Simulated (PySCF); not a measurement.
**Static response to an electric field**

C4H9N.
Structure used (PBE0-D3(BJ)/def2-SVP), in Å, numbered top down from 1:
```
atom  x, y, z in Å
C1    -1.7387    0.0947   -0.1020
N2    -0.8029   -0.7498   -0.0563
C3     0.3177   -0.4983    0.8125
C4     1.6348   -0.5547    0.0458
C5     1.7766    0.5454   -0.9928
H6    -2.5991   -0.0808   -0.7646
H7    -1.7489    1.0282    0.4984
H8     0.2278    0.4743    1.3451
H9     0.3215   -1.2917    1.5800
H10    1.7103   -1.5420   -0.4390
H11    2.4604   -0.4970    0.7753
H12    0.9743    0.4834   -1.7442
H13    2.7385    0.4760   -1.5231
H14    1.7229    1.5439   -0.5285
```

Level: CAM-B3LYP/def2-SVPD (PySCF), static field, nuclei fixed, core orbitals frozen in the response. The polarisability tensor in these axes (au):

```
x   68.61 -4.92  1.79
y   -4.92 55.17 -0.71
z    1.79 -0.71 53.37
```

**Question.** Give the principal values, the mean and the anisotropy Δα = √{½[(α1 − α2)² + (α2 − α3)² + (α1 − α3)²]}.

**Answer.** Principal values 53.13, 53.59 and 70.44 au; mean 59.05 au = 8.75 Å³ = 9.74 × 10⁻⁴⁰ C²·m²/J; Δα = 17.09 au (29 % of the mean).

**Question.** What is the dipole moment, and where does it point?

**Answer.** (-0.02, 1.22, 0.74) D, 1.43 D in size, pointing from the negative to the positive side. Measured along this direction, the outermost atoms are H10 at the negative end and H7 and H8 at the positive end.

**Question.** Sum over states: ᾱ = Σ f/ω², ω in Eh. What share falls to these 6 lowest TDDFT singlets (eV, f)? 4.91, 0.0013; 7.40, 0.0586; 7.77, 0.2091; 8.04, 0.0333; 8.12, 0.0016; 8.42, 0.0643.

**Answer.** They add up to 4.46 au, 7.6 % of the 59.05 au; the largest single term is 2.56 au, from the state at 7.77 eV. Terms in order: 0.04, 0.79, 2.56, 0.38, 0.02, 0.67 au. Higher excitations give the rest. The strengths listed sum to 0.368.

**Question.** What molar refraction does this α imply?

**Answer.** Lorentz–Lorenz: R = (4π/3)N_A α = 2.5225 cm³/(mol·Å³) × 8.75 Å³ = 22.1 cm³/mol, in the limit of long wavelengths.

**Question.** What depolarisation ratio follows for Rayleigh scattering of linearly polarised light, taking the static tensor?

**Answer.** ρ = 3Δα²/(45ᾱ² + 4Δα²) = 875.8/(156919 + 1167.7) = 0.00554.

**Question.** Traceless (Buckingham) quadrupole moment about the centre of nuclear charge: eigenvalues?

**Answer.** -4.65, -0.42, 5.07 D·Å. The values depend on the origin, since the dipole doesn't vanish. The electronic extent ⟨r²⟩ about the same centre is 511 bohr², a root-mean-square distance of 1.89 Å for the 40 electrons.

**Question.** What would n − 1 = 2πNα be for an ideal gas of these molecules at 400 K and 1 atm, electronic part alone?

**Answer.** N = p/kT = 1.8347 × 10¹⁹ cm⁻³, so n − 1 = 2π × N × 8.75 × 10⁻²⁴ cm³ = 1009 × 10⁻⁶ at long wavelengths.

Isolated species at its PBE0-D3(BJ)/def2-SVP geometry (one conformer only).
